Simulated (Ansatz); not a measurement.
Two structures of C$_{2}$H$_{4}$Cl, doublet, reached by relaxing down either side of one saddle point (PBE0-D4/def2-TZVP). Energies are electronic, without zero-point energy. Ansatz 0.2.0; basis: def2-TZVPP and def2-QZVPP; cores frozen in the correlated methods; orbitals are unrestricted. Extrapolation: Hartree–Fock as exp(−7.88 √X), correlation as X^−2.97. First:

```
7
angstrom
Cl 1.9665 0.2085 -0.0943
C 0.1782 0.2696 -0.4891
C -0.5964 -0.3510 0.5803
H 0.0878 -0.2489 -1.4413
H -0.0399 1.3276 -0.6188
H -0.8647 0.2187 1.4603
H -0.7315 -1.4244 0.6031
```

Second:

Cl1  (1.786, -0.277, 0.808)
C2  (-0.329, 0.368, -0.756)
C3  (-0.023, -0.272, 0.519)
H4  (-0.276, -0.198, -1.677)
H5  (-0.409, 1.445, -0.820)
H6  (-0.438, 0.256, 1.374)
H7  (-0.311, -1.321, 0.552)
(Å)

(1) Which bonds change from the first to the second?

(2) Give the saddle point's structure and its height above each. (An estimate is asked for; the value comes from the calculation.)

T1 diagnostic: at most 0.012. ⟨S²⟩ of the unrestricted Hartree–Fock references: 0.76 to 0.77 (a pure state has 0.75).

## Answers

(1) C₂H₄Cl ([CH2][CH2][Cl]) → C₂H₄Cl ([CH2][CH2][Cl]); bonds formed: Cl1–C3; bonds broken: Cl1–C2.

(2) Computed: 0.487 eV above the first and 0.487 eV above the second (CCSD(T) at an estimated basis limit (MP2 extrapolated from triple and quadruple zeta, plus CCSD(T) − MP2 in triple zeta)).
```xyz
7
angstrom
Cl 2.0695 -0.0380 0.3942
C -0.2209 0.3211 -0.6497
C -0.4546 -0.3086 0.5211
H -0.0679 -0.2341 -1.5666
H -0.2004 1.4017 -0.7133
H -0.6291 0.2469 1.4338
H -0.4966 -1.3889 0.5804
```

Labels in which every atom is bracketed show which atoms are joined, not bond orders.

For scale, one of the runs: CCSD(T)/def2-TZVPP, 160 basis functions, launched by `ansatz run in.yaml --threads 2 --pin off --events-out ev --progress --plain --max-ram 4352MiB`. Time: 43 s of wall clock on 2 CPU threads; the host was shared. Peak host memory: 2.8 GiB.
